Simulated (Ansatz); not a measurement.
`BBC`. The species carries charge 0 and has multiplicity 1.

```xyz
9

B     0.740    0.082   -1.433
B    -0.334    0.343   -0.224
C    -0.361   -0.308    1.197
H     1.751    0.721   -1.545
H     0.547   -0.737   -2.291
H    -1.195    1.162   -0.452
H     0.328   -1.137    1.363
H    -0.103    0.490    1.909
H    -1.373   -0.617    1.477
```

(1) List the harmonic frequencies (cm⁻¹, unscaled) at PBE0-D4/def2-TZVP in Ansatz. (An estimate is asked.)

(2) Is this a minimum?

(3) Give the ideal-gas thermochemistry at 298.15 K and 1 bar (rigid rotor, harmonic oscillator; point group C1, symmetry number 1).

(4) And at 400, 500, 600, 800 and 1000 K?

Results:

(1) The calculation gave: 64, 179, 335, 424, 682, 724, 758, 932, 971, 1037, 1120, 1214, 1299, 1439, 1463, 2519, 2561, 2622, 3020, 3087, 3136.

(2) Yes, all 21 modes are real.

(3) Zero-point energy 177.0 kJ/mol; H(298) − E = 193.6 kJ/mol; entropy 291.4 J/(mol·K), of which translation 154.8, rotation 94.5, vibration 42.2; G(298) − E = 106.7 kJ/mol. Modes under 100 cm⁻¹ are hindered rotations or soft bends, so the harmonic entropy is rough.

(4) 
```tsv
T (K)	H − E (kJ/mol)	S (J/mol/K)	G − E (kJ/mol)
400	202.7	317.4	75.7
500	213.1	340.7	42.8
600	224.9	362.1	7.6
800	251.5	400.2	-68.7
1000	281.4	433.5	-152.2
```
